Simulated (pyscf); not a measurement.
# Substitution at O: AsH₂• + water (H₂O) -> HO–AsH₂ + H atom (H•)

Gas phase, doublet surface, charge 0. Bonds broken: O5–H6. Bonds formed: As1–O5. Single points on ωB97X-D3(BJ)/def2-SVP structures (PySCF, gas phase). MP2 and CC: frozen core, UHF for open shells. ΔMP2 is the change of the MP2 total energy from the triple- to the quadruple-zeta basis.

Transition state (Å):

```xyz
6

As    -0.1450     1.3461    -0.4985
H      1.3045    -0.5360    -0.9067
H      0.1155     1.8585     0.9079
H     -1.5201     0.8212    -0.1220
O      0.7145    -0.3485    -0.1575
H      0.9434    -1.5008     0.6371
```

One imaginary mode, 1491i cm⁻¹; descent along it reached the two sides named.

```csv
bond,change,reactant side (Å),saddle,product side
O5–H6,breaks,0.964,1.418,3.0
As1–O5,forms,3.1,1.930,1.803
```

Electronic energies relative to the separated reactants (kJ/mol):

```
level                             barrier  reaction energy  reverse barrier
--------------------------------  -------  ---------------  ---------------
ωB97X-D3(BJ)/def2-TZVP              210.9           +162.3             48.6
PBE/def2-TZVP                       166.9           +162.4              4.6
r²SCAN/def2-TZVP                    181.7           +173.2              8.5
B3LYP-D3(BJ)/def2-TZVP              189.0           +176.0             13.0
PBE0-D3(BJ)/def2-TZVP               193.5           +168.5             25.0
M06-2X/def2-TZVP                    218.3           +176.7             41.6
ωB97M-D3(BJ)/def2-TZVP              215.2           +175.5             39.8
HF/def2-TZVP                        277.2           +173.2            103.9
MP2/def2-QZVPP                      223.2           +167.0             56.2
CCSD/def2-TZVPP                     237.7           +187.2             50.5
CCSD(T)/def2-TZVPP                  224.5           +180.7             43.7
CCSD(T)/def2-TZVPP + ΔMP2(QZVPP)    223.9           +182.1             41.8
```

With CCSD(T)/def2-TZVPP + ΔMP2(QZVPP) energies and thermal terms (ideal gas, 1 atm, RRHO with modes under 100 cm⁻¹ raised to 100, one conformer, R ln 2 for rigid chiral ones), in kJ/mol:

```
T (K)    ΔH‡    ΔG‡      ΔH      ΔG
-----  -----  -----  ------  ------
298    209.2  245.6  +168.5  +179.7
600    211.5  281.8  +172.1  +190.0
900    215.7  316.1  +177.5  +197.8
1200   220.1  348.9  +183.2  +203.7
```

One saddle was located; it need not be the lowest between these sides. The angle at the attacked O is 152°. The CCSD(T) − MP2 part came from Ansatz, without density fitting, on the same reference. The frozen core leaves the outer d or s,p core shells of the metals and heavy elements correlated in the MP2 and CC values, and def2-TZVPP describes them poorly, which can shift differences by a few kcal/mol. Elements up to Kr have no core potential and no relativistic terms here.
